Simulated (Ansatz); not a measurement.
Cost and result for the atomization energy of AlH5OSi (`[OH][AlH][SiH3]`) (8 atoms, 7 bonds).

Charge 0, multiplicity 1. The structure was optimised at the PBE0-D4/def2-TZVP level. It is one conformer, not always the lowest. Program: Ansatz. All runs use 2 threads of an Arm Neoverse V1 on a shared host. Times are those of one run each, without the atoms' runs, and a repeat can differ threefold. Electronic energies, without spin–orbit coupling; frozen cores. CCSD(T)/CBS adds CCSD(T) − MP2 in def2-TZVPP to the MP2 limit, and its time is that of the two runs behind it. T1 = 0.014. B3LYP takes the VWN-RPA correlation (the form of Gaussian; ORCA's B3LYP/G).

CCSD(T)/CBS is a level of theory with its own doubt, some kJ/mol a heavy atom from the limit and from the frozen cores, so smaller differences don't rank the functionals.

| level | functions | wall time | atomization (kJ/mol) | difference from CCSD(T)/CBS | per bond |
| --- | --- | --- | --- | --- | --- |
| LDA (SPW92)/def2-TZVPP | 185 | 1.1 s | 2679.4 | 249.9 | 35.7 |
| CCSD(T)/def2-SVP | 75 | 1.2 s | 2253.8 | -175.7 | -25.1 |
| BLYP-D4/def2-TZVPP | 185 | 1.9 s | 2390.3 | -39.2 | -5.6 |
| PBE-D4/def2-TZVPP (with forces) | 185 | 2.3 s | 2393.1 | -36.4 | -5.2 |
| BHLYP-D4/def2-TZVPP | 185 | 2.5 s | 2359.5 | -70.0 | -10.0 |
| B3LYP-D4/def2-TZVPP (with forces) | 185 | 3.4 s | 2406.2 | -23.3 | -3.3 |
| PBE0-D4/def2-TZVPP | 185 | 4 s | 2368.5 | -61.0 | -8.7 |
| PBE-QIDH/def2-TZVPP | 185 | 4.3 s | 2371.3 | -58.2 | -8.3 |
| B97M-V/def2-TZVPP | 185 | 7.5 s | 2435.6 | 6.1 | 0.9 |
| ωB97X-V/def2-TZVPP | 185 | 8 s | 2430.9 | 1.4 | 0.2 |
| MP2/def2-QZVPP | 347 | 13 s | 2407.7 | -21.8 | -3.1 |
| CCSD(T)/def2-TZVPP | 185 | 29 s | 2362.3 | -67.2 | -9.6 |
| CCSD(T)/CBS(def2) | – | 42 s | 2429.5 | 0.0 | 0.0 |

At CCSD(T), def2-SVP lies −175.8 kJ/mol from the extrapolated value and def2-TZVPP −67.3 kJ/mol: correlation converges slowly with the basis, and small sets miss more of it in the bonded molecule than in its fragments. The D4 term adds +19.5 kJ/mol with B3LYP and +10.2 kJ/mol with PBE0; it sums over pairs of atoms, weighted by their polarisabilities, and B3LYP, whose exchange is more repulsive, gets the larger term. From r2SCAN to r2SCAN0 (25 % exact exchange), in def2-TZVPP and without D4, the atomization energy moves by −34.4 kJ/mol: exact exchange takes away binding that semilocal exchange gives to molecules.
